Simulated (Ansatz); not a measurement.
Compare A (`NC1=C=CN1`) with its isomer B (`C=NC1C=N1`).

Calculated with Ansatz (gas phase, PBE0-D4/def2-TZVP geometries, no zero-point term in ΔE). CBS: MP2 limit from def2 TZ/QZ plus the TZ coupled-cluster correction, frozen cores. Functionals use def2-TZVPP. B3LYP here is the variant with VWN-RPA as its local correlation; programs differ in this. One conformer a species, not always the lowest.

(1) Which isomer does CCSD(T)/CBS put lower? Give the gap. (Estimate.)

(2) Give E(B) − E(A) in kcal/mol with B3LYP-D4, r2SCAN-D4, CCSD(T)/def2-TZVPP, MP2/def2-TZVPP, LDA (SPW92), CCSD/def2-TZVPP, CCSD(T)/def2-SVP. (Estimate.)

(3) Does the order hold for the free energy at 298.15 K (harmonic terms from PBE0-D4)? (Estimate.)

Largest T1 diagnostic: 0.014.

Results:

(1) The calculation gave: B, by 35.8 kcal/mol.

(2) Computed: B3LYP-D4 -36.2, r2SCAN-D4 -33.0, CCSD(T)/def2-TZVPP -37.4, MP2/def2-TZVPP -36.8, LDA (SPW92) -28.1, CCSD/def2-TZVPP -37.7, CCSD(T)/def2-SVP -42.4. None reverses the order clearly.

(3) Computed: Yes: G(B) − G(A) = -36.6 kcal/mol, for one conformer each.

From BLYP to BHLYP (50 % exact exchange), in def2-TZVPP and without D4, E(B) − E(A) moves by +2.6 kcal/mol. In def2-TZVPP, CCSD(T) changes the Hartree–Fock value by −2.3 kcal/mol (the triples alone add +0.3 kcal/mol) and MP2 by −1.6 kcal/mol.
